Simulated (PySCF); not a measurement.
**One shape, several levels: C2HF2 (SMILES [CH]=C(F)F)**

Aim: a comparison of 5 runs (UHF/def2-SVP, UHF/ma-def2-SVP, UHF/def2-SVPD, UHF/def2-TZVP, UHF/ma-def2-TZVP) of C2HF2. Input form: a Python script.

The calculation is run with PySCF 2.14.0.

## (1) Starting point

C2HF2: 5 atoms, total charge 0, spin state doublet. SMILES: `[CH]=C(F)F`. The shape is that of a PBE0-D4/def2-TZVP optimisation.

Bond lengths: C1–C2 1.301 Å, C2–F3 1.313 Å, C2–F4 1.320 Å, C1–H5 1.072 Å. Angles: C1–C2–F3 125.0°, C1–C2–F4 125.4°, F3–C2–F4 109.6°, C2–C1–H5 140.6°.

## (2) The polarisability at UHF/def2-SVP (run 1)

geometry.xyz reads:

```xyz
5
C2HF2
C     -0.028200     0.912700    -0.014900
C      0.163600    -0.366100     0.124600
F      1.043800    -0.911700     0.932500
F     -0.492600    -1.313200    -0.520300
H     -0.636600     1.604500    -0.563400
```

calc.py reads:

```python
import numpy
from pyscf import gto, scf
from pyscf.prop.polarizability import uhf

mol = gto.M(
    atom='geometry.xyz',
    basis='def2-svp',
    spin=1,
    verbose=3,
    max_memory=1860,
)

calc0 = scf.UHF(mol)
calc0.conv_tol = 1e-10
calc0.kernel()
if not calc0.converged:
    calc0 = calc0.newton().run(calc0.mo_coeff, calc0.mo_occ)

e_tot = calc0.e_tot
print('Final energy', e_tot)
pol = uhf.Polarizability(calc0)
alpha = pol.polarizability()
print('isotropic polarizability %.4f bohr^3' % (numpy.trace(alpha) / 3))
alpha_w = pol.polarizability_with_freq(freq=0.0774)
beta = pol.hyper_polarizability()
```

Command:

```
$ OMP_NUM_THREADS=1 python calc.py
```

Output:

```text
converged SCF energy = -274.869796298656  <S^2> = 0.9125291  2S+1 = 2.1564129
Final energy -274.8697962986558
isotropic polarizability 18.0248 bohr^3
```

Run time: 3.6 s. Hardware: 1 thread of Arm Neoverse V1, shared host; peak memory 0.12 GiB.

## (3) The response to a field at UHF/ma-def2-SVP (run 2)

job.py reads:

```python
# [CH]=C(F)F
import numpy
from pyscf import gto
from pyscf.prop.polarizability import uhf

molecule = gto.Mole()
molecule.atom = [
    ('C', (-0.028200, 0.912700, -0.014900)),
    ('C', (0.163600, -0.366100, 0.124600)),
    ('F', (1.043800, -0.911700, 0.932500)),
    ('F', (-0.492600, -1.313200, -0.520300)),
    ('H', (-0.636600, 1.604500, -0.563400)),
]
molecule.spin = 1
molecule.max_memory = 1860
molecule.basis = 'ma-def2-svp'
molecule.verbose = 3
molecule.build()

mf = molecule.UHF()
mf.conv_tol = 1e-10
mf.kernel()
if not mf.converged:
    mf = mf.newton().run(mf.mo_coeff, mf.mo_occ)

e_tot = mf.e_tot
print('Final energy', e_tot)
pol = uhf.Polarizability(mf)
alpha = pol.polarizability()
print('isotropic polarizability %.4f bohr^3' % (numpy.trace(alpha) / 3))
alpha_w = pol.polarizability_with_freq(freq=0.0774)
beta = pol.hyper_polarizability()
```

Command:

```
$ OMP_NUM_THREADS=1 python job.py
```

Output:

```text
converged SCF energy = -274.874571508138  <S^2> = 0.92023079  2S+1 = 2.1635441
Final energy -274.87457150813833
isotropic polarizability 20.6289 bohr^3
```

Wall time 6.6 s (1 thread of Arm Neoverse V1, shared host); peak memory 0.15 GiB.

## (4) The polarisability at UHF/def2-SVPD (run 3)

calc.py reads:

```python
# [CH]=C(F)F
import numpy
from pyscf import gto
from pyscf.prop.polarizability import uhf

mol = gto.Mole()
mol.atom = [
    ('C', (-0.028200, 0.912700, -0.014900)),
    ('C', (0.163600, -0.366100, 0.124600)),
    ('F', (1.043800, -0.911700, 0.932500)),
    ('F', (-0.492600, -1.313200, -0.520300)),
    ('H', (-0.636600, 1.604500, -0.563400)),
]
mol.basis = 'def2-svpd'
mol.verbose = 3
mol.spin = 1
mol.max_memory = 1860
mol.charge = 0
mol.build()

hf = mol.UHF()
hf.conv_tol = 1e-10
hf.kernel()
if not hf.converged:
    hf = hf.newton().run(hf.mo_coeff, hf.mo_occ)

e_final = hf.e_tot
print('E = %.10f Eh' % e_final)
pol = uhf.Polarizability(hf)
alpha = pol.polarizability()
print('isotropic polarizability %.4f bohr^3' % (numpy.trace(alpha) / 3))
alpha_w = pol.polarizability_with_freq(freq=0.0774)
beta = pol.hyper_polarizability()
```

Command:

```
$ OMP_NUM_THREADS=1 python calc.py
```

Output:

```text
converged SCF energy = -274.885092802991  <S^2> = 0.91463238  2S+1 = 2.1583627
E = -274.8850928030 Eh
isotropic polarizability 23.7887 bohr^3
```

It took 16 s on 1 thread of Arm Neoverse V1, shared host; peak memory 0.2 GiB.

Run 4 isn't shown in full; the table further down has it.

## (5) The response to a field at UHF/ma-def2-TZVP (run 5)

job.py reads:

```python
import numpy
from pyscf import gto
from pyscf.prop.polarizability import uhf

molecule = gto.M(
    atom='''
C     -0.053290     1.724753    -0.028157
C      0.309159    -0.691829     0.235460
F      1.972496    -1.722863     1.762170
F     -0.930879    -2.481588    -0.983225
H     -1.203000     3.032066    -1.064672
''',
    basis='ma-def2-tzvp',
    spin=1,
    verbose=3,
    max_memory=1860,
    unit='bohr',
)

myscf = molecule.UHF()
myscf.conv_tol = 1e-10
myscf.kernel()
if not myscf.converged:
    myscf = myscf.newton().run(myscf.mo_coeff, myscf.mo_occ)

energy = myscf.e_tot
print(f'total energy: {energy:.8f} hartree')
pol = uhf.Polarizability(myscf)
alpha = pol.polarizability()
print('isotropic polarizability %.4f bohr^3' % (numpy.trace(alpha) / 3))
alpha_w = pol.polarizability_with_freq(freq=0.0774)
beta = pol.hyper_polarizability()
```

Command:

```
$ OMP_NUM_THREADS=1 python job.py
```

Output:

```text
converged SCF energy = -275.21016673308  <S^2> = 0.90054206  2S+1 = 2.1452665
total energy: -275.21016673 hartree
isotropic polarizability 23.0034 bohr^3
```

It took 91 s on 1 thread of Arm Neoverse V1, shared host; peak memory 0.56 GiB.

## (6) The series

```csv
run,level,energy (Eh),dipole moment (D),HOMO energy (eV),LUMO energy (eV),wall time
1,UHF/def2-SVP,-274.869796,1.65,-10.95,2.19,3.6 s
2,UHF/ma-def2-SVP,-274.874572,1.84,-11.14,1.24,6.6 s
3,UHF/def2-SVPD,-274.885093,1.72,-11.05,1.61,16 s
4,UHF/def2-TZVP,-275.209474,1.59,-10.90,1.84,57 s
5,UHF/ma-def2-TZVP,-275.210167,1.63,-10.92,1.12,91 s
```

Convergence of the mean static polarisability of doublet C2HF2 with the basis set, against the last point:

```csv
basis set,from the last (bohr³),wall time
def2-SVP,-4.979,3.6 s
ma-def2-SVP,-2.375,6.6 s
def2-SVPD,+0.785,16 s
def2-TZVP,-0.901,57 s
ma-def2-TZVP,+0.000,91 s
```

Convergence of the mean polarisability at ω = 0.0774 Eh of doublet C2HF2 with the basis set, against the last point:

```csv
basis set,from the last (bohr³),wall time
def2-SVP,-5.173,3.6 s
ma-def2-SVP,-2.430,6.6 s
def2-SVPD,+0.735,16 s
def2-TZVP,-0.975,57 s
ma-def2-TZVP,+0.000,91 s
```

## (7) Outcome

| quantity | value |
| --- | --- |
| run 5: total energy | -275.21017 Eh |
| run 5: dipole moment | 1.63 D |
| run 5: HOMO energy (highest over α and β) | -10.92 eV |
| run 5: LUMO energy (lowest over α and β) | 1.12 eV |
| run 5: ⟨S²⟩ | 0.901 |
| run 5: mean static polarisability | 23.0 bohr³ |
| run 5: mean polarisability at ω = 0.0774 Eh | 23.7 bohr³ |

**Reading.** For the mean static polarisability of doublet C2HF2 to stay within 1 bohr³ of the last point, def2-SVPD is the first point of the series from which all later ones do (16 s against 91 s). For the mean polarisability at ω = 0.0774 Eh of doublet C2HF2 to stay within 1 bohr³ of the last point, def2-SVPD is the first point of the series from which all later ones do (16 s against 91 s). The dipole moment (its size) runs from 1.59 D (UHF/def2-TZVP) to 1.84 D (UHF/ma-def2-SVP). Spin contamination of the reference: run 2 ⟨S²⟩ = 0.92, run 3 ⟨S²⟩ = 0.91, run 1 ⟨S²⟩ = 0.91, run 5 ⟨S²⟩ = 0.90, run 4 ⟨S²⟩ = 0.90. All runs together took 2.9 min, the longest 91 s.
